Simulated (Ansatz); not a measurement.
Input file:

```yaml
crystal:
  periodic: [false, false, false]
  atoms:
    - {symbol: F, position_ang: [0.119772, -0.569289, -2.374048]}
    - {symbol: Ge, position_ang: [-0.045102, -0.043842, 1.084975]}
    - {symbol: Si, position_ang: [0.031518, 0.435387, -1.139644]}
    - {symbol: H, position_ang: [0.114627, 1.758220, -1.688561]}
basis:
  gaussian: {orbitals: cc-pVDZ}
magnetization: {spin_polarized: true, initial_magnetization: 0}
correlation: {method: mp2, electrons: valence}
output: {forces: true}
```

```sh
$ ansatz run in.yaml --threads 1 --pin off --events-out ev --progress --plain --max-ram 2393MiB
```

The program prints:

```
685 factors; integrals over basis functions are off by at most 1.0e-3 eV
mean field evaluation 1: about -67054.3363 eV, gradient 1.7e1 eV
mean field evaluation 2: about -67054.3416 eV, gradient 1.7e1 eV
mean field evaluation 4: about -67055.9038 eV, gradient 1.4e0 eV
mean field evaluation 8: about -67055.9331 eV, gradient 1.5e-3 eV
mean field evaluation 16: about -67056.1914 eV, gradient 7.7e-1 eV
mean field evaluation 32: about -67056.2021 eV, gradient 1.0e0 eV
mean field evaluation 64: about -67056.2546 eV, gradient 1.7e-1 eV
mean field evaluation 96: about -67056.2827 eV, gradient 5.6e-2 eV
mean field -67056.28419145 eV, -2464.2729916540 hartree, gradient 2.3e-6 eV, S^2 1.025100; 12 other end points of the search recorded, 0 dependent functions left out
15 core orbitals not correlated: weight in the atoms' cores, before any rotation towards them, 1.000 or more for the frozen orbitals, at most 0.000 for the correlated occupied ones
reference -67056.28419145 eV, -2464.2729916540 hartree; 13, 13 occupied and 36, 36 virtual orbitals, 685 factors
second order -9.25880028 eV of doubles, -0.00000000 eV of singles
the calculation of the forces begins
Total energy: -67065.54299173 eV, -2464.6132462883 hartree
Atom 0 at     0.119772    -0.569289    -2.374048 Å, force     0.087661    -1.303098    -1.807822 eV/Å
Atom 1 at    -0.045102    -0.043842     1.084975 Å, force    -0.068016    -0.224524     0.816487 eV/Å
Atom 2 at     0.031518     0.435387    -1.139644 Å, force    -0.053400     0.481092     1.664422 eV/Å
Atom 3 at     0.114627     1.758220    -1.688561 Å, force     0.033755     1.046531    -0.673087 eV/Å
Dipole moment:    -0.009460     0.211508    -0.121281 e Å
```

Forces (eV/Å):
```
F    0.088 -1.303 -1.808
Ge  -0.068 -0.225  0.816
Si  -0.053  0.481  1.664
H    0.034  1.047 -0.673
```

Ran on 1 thread of Arm Neoverse V1, shared host: 11 s wall, 0.16 GiB peak host memory.
